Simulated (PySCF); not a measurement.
Aza analogues, thiophene 1N. Isolated molecules, 0 K electronic values unless said otherwise. Strings in code marks are SMILES.

The S1 excitation (TDA) from two functionals at the same geometries (PBE0-D4/def2-TZVP), both in PySCF: PBE-D3(BJ)/def2-TZVP and PBE0-D4/def2-TZVP. Excitations are Tamm–Dancoff values on a coarser integration grid. The basis has no diffuse functions, so Rydberg states are missing or too high.

```json
[
 {"species": "`c1ccsc1`", "PBE-D3(BJ)/def2-TZVP (eV)": "5.83", "PBE0-D4/def2-TZVP (eV)": "6.08"},
 {"species": "`c1cscn1`", "PBE-D3(BJ)/def2-TZVP (eV)": "4.93", "PBE0-D4/def2-TZVP (eV)": "5.48"},
 {"species": "`c1cnsc1`", "PBE-D3(BJ)/def2-TZVP (eV)": "5.44", "PBE0-D4/def2-TZVP (eV)": "5.84"}
]
```

Over these rows, drawn at random from the members with no instability flagged (it was tested for open shells, ions and some series alone), PBE minus PBE0-D4: mean -0.41 eV, from -0.55 eV to -0.26 eV.
